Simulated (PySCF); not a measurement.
**Fractional electron number in Ne (neon, neutral)**

The 2p beta orbital of [Ne] is emptied in steps (occupation f), with all orbitals relaxed, ending at [He] 2s2 2p5. Computed with PySCF 2.14 in aug-cc-pVDZ (4s3p2d, 23 functions), with the non-relativistic Hamiltonian (point nucleus). The exact energy is a straight line in f; departures are measured from the line between the end points of the same method.

```csv
f,LDA (eV),PBE (eV),PBE0 (eV),r2SCAN (eV),LC-wPBE (eV),BHandHLYP (eV),wB97X (eV),r2SCAN0 (eV),BLYP (eV)
1,0.000,0.000,0.000,0.000,0.000,0.000,0.000,0.000,0.000
0.9,-0.788,-0.758,-0.500,-0.682,-0.276,-0.242,-0.276,-0.445,-0.757
0.7,-1.858,-1.779,-1.174,-1.583,-0.651,-0.576,-0.647,-1.031,-1.779
0.5,-2.230,-2.126,-1.401,-1.867,-0.778,-0.698,-0.769,-1.215,-2.130
0.3,-1.885,-1.788,-1.177,-1.551,-0.650,-0.595,-0.639,-1.010,-1.796
0.1,-0.812,-0.764,-0.503,-0.660,-0.275,-0.259,-0.268,-0.430,-0.770
0,0.000,0.000,0.000,0.000,0.000,0.000,0.000,0.000,0.000
```

```
   method  E(f=0) − E(f=1) (eV)  −ε at f=1 (eV)  −ε at f=0.5 (eV)
      LDA                22.269          13.557            22.186
      PBE                21.749          13.364            21.722
     PBE0                21.570          16.033            21.559
   r2SCAN                21.630          14.039            21.731
  LC-wPBE                21.851          18.799            21.851
BHandHLYP                21.396          18.740            21.340
    wB97X                21.663          18.617            21.686
  r2SCAN0                21.482          16.536            21.552
     BLYP                21.746          13.376            21.697
```

Orbital energy along the path (eV):

| f | LDA | PBE | PBE0 | r2SCAN | LC-wPBE | BHandHLYP | wB97X | r2SCAN0 | BLYP |
| --- | --- | --- | --- | --- | --- | --- | --- | --- | --- |
| 1 | -13.557 | -13.364 | -16.033 | -14.039 | -18.799 | -18.740 | -18.617 | -16.536 | -13.376 |
| 0.9 | -15.219 | -14.985 | -17.106 | -15.578 | -19.375 | -19.218 | -19.200 | -17.539 | -14.988 |
| 0.7 | -18.646 | -18.314 | -19.308 | -18.675 | -20.588 | -20.244 | -20.421 | -19.560 | -18.299 |
| 0.5 | -22.186 | -21.722 | -21.559 | -21.731 | -21.851 | -21.340 | -21.686 | -21.552 | -21.697 |
| 0.3 | -25.807 | -25.160 | -23.822 | -24.660 | -23.119 | -22.488 | -22.935 | -23.453 | -25.145 |
| 0.1 | -29.470 | -28.560 | -26.052 | -27.517 | -24.323 | -23.679 | -24.082 | -25.314 | -28.596 |
| 0 | -31.302 | -30.218 | -27.137 | -28.939 | -24.878 | -24.292 | -24.588 | -26.240 | -30.302 |

Reference removal energy between the ground levels: 21.565 eV (measured; NIST Atomic Spectra Database, ionization energies). The calculation has no spin-orbit coupling.
